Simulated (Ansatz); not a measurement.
Two shapes of singlet H₅O₂(+).

Shape 1:

```xyz
7

H    -0.0092    0.0039   -0.0244
O     1.2013    0.0443    0.0345
O    -1.1863   -0.0381    0.0400
H     1.6145    0.8017    0.4754
H    -1.5983   -0.7954    0.4705
H     1.7332   -0.2385   -0.7302
H    -1.7411    0.2430   -0.7186
```

Shape 2:

```xyz
7

H    -0.0714    0.0201   -0.0441
O     1.1482    0.0590    0.0466
O    -1.1674   -0.0512    0.0792
H     1.6251    0.7297    0.5034
H    -1.5830   -0.7930    0.4633
H     1.6947   -0.2521   -0.6689
H    -1.7860    0.2159   -0.6853
```

Basis set: STO-3G (spherical functions). Left uncorrelated: 2 orbitals. Charge 1, multiplicity 1.

Computed with Ansatz (development build ahead of 0.2.0); each method stands on the lowest determinant of its kind that the runs found.

(1) Which shape is lower in energy, and by how much in each method?

Results:

(1)

```json
{"method": "RHF", "E(2) − E(1) (eV)": "0.216"}
{"method": "RHF-MP2", "E(2) − E(1) (eV)": "0.279"}
```

Shape 1 is lower.
